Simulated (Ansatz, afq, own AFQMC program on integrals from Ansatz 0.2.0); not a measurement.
# AFQMC, coupled cluster and functionals along a coordinate of GeNH2, quartet

```xyz
4

Ge   -0.0346    0.0000    0.2958
N     0.0724    0.0000   -1.6458
H     0.7424   -1.2582    0.7751
H     0.7424    1.2582    0.7751
```

All coordinates are scaled about the centre. Energies in mEh count from this geometry (1.000) at the same level; the start stands on UHF, each point on the determinant named.

Basis cc-pVDZ. Noble-gas cores (and the filled d shells of Ga–Kr and In–Xe) are frozen. AFQMC by an in-house program on the Cholesky factors that Ansatz 0.2.0 writes for its CCSD(T) run. The CISD trial takes its coefficients from CCSD amplitudes. Released means that phaseless walkers are propagated on without the constraint, phases kept. Error bars are statistical, one sigma. No spin–orbit coupling.

Cautions, each for one point or more: CCSDT(Q) on the ROHF determinant differs, by its state or its frozen core; cluster runs in doubt by the program's own checks; higher spins were not checked; inner d shell frozen; lower spins were not checked; no relativity below Rb; no spin-orbit coupling; unrestricted determinant spin contaminated; walk and cluster series may follow different spin states.

| scale of all distances | det. | T1 | weight | ⟨S²⟩ | B3LYP | B2PLYP | CCSD(T) |
| --- | --- | --- | --- | --- | --- | --- | --- |
| 0.885 | UHF | 0.022 | 0.90 | 3.76 | 50.3 | 49.3 | 52.7 |
| 1.104 | UHF | 0.029 | 0.87 | 3.88 | 12.9 | 15.7 | 13.7 |
| 1.278 | UHF | 0.035 | 0.84 | 4.00 | 71.2 | 78.2§ | 71.0 |
| 1.987 | UHF¶ | 0.039 | 0.82 | 5.59 | 239.8§ | 235.8§ | 218.2 |
| 2.432 | UHF¶ | 0.009 | 0.92 | 5.73 | 262.4§ | 251.4§ | 232.2 |

**Question.** Estimate the curve of phaseless AFQMC with a CISD trial, counted from the same start.

**Answer.** 
| scale of all distances | det. | T1 | weight | ⟨S²⟩ | ph-AFQMC/CISD | released AFQMC | CCSDT(Q) |
| --- | --- | --- | --- | --- | --- | --- | --- |
| 0.885 | UHF | 0.022 | 0.90 | 3.76 | 52.6 ± 0.6 | 54.1 ± 0.8* | – |
| 1.104 | UHF | 0.029 | 0.87 | 3.88 | 13.5 ± 0.5 | 14.0 ± 0.8* | 13.1 |
| 1.278 | UHF | 0.035 | 0.84 | 4.00 | 70.4 ± 0.6 | – | 69.6 |
| 1.987 | UHF¶ | 0.039 | 0.82 | 5.59 | 213.1 ± 0.7 | – | 214.3 |
| 2.432 | UHF¶ | 0.009 | 0.92 | 5.73 | 231.3 ± 0.5 | – | 232.2 |

Weight is that of the determinant in the CISD state; at the start T1 is 0.019 and the weight 0.90, and ⟨S²⟩ is 3.78. ¶ marks points with a poor determinant and no full CI, where no value is sure; they don't count among the departures. An asterisk marks released energies that aren't shown to be converged. A dash marks a missing value, a released energy that hasn't settled or a functional that sits on another state. § marks a functional whose ⟨S²⟩ is too high by over 0.1. Largest departures from phaseless AFQMC with a CISD trial: CCSD(T) 0.6 mEh at 1.278 (on UHF) (within the noise), CCSDT(Q) -0.8 mEh at 1.278 (on UHF) (within the noise), B3LYP -2.3 mEh at 0.885, B2PLYP -3.3 mEh at 0.885. The walk's constraint bias lies outside its error bars, so these are departures and not errors. Functionals count only at points shown to share the start's state and spin. In this small basis the wave-function levels are far from their limit, so their gap to the functionals isn't the functionals' error.

CCSDT and higher add their correlation energy to the determinant of the CCSD(T) run, since their own runs factorise the integrals more tightly (a shift of under 2 meV). A walk keeps the symmetry of its determinant, which the program's search chose and which needn't be the lowest solution, so a lower state of the same spin and another symmetry isn't excluded.
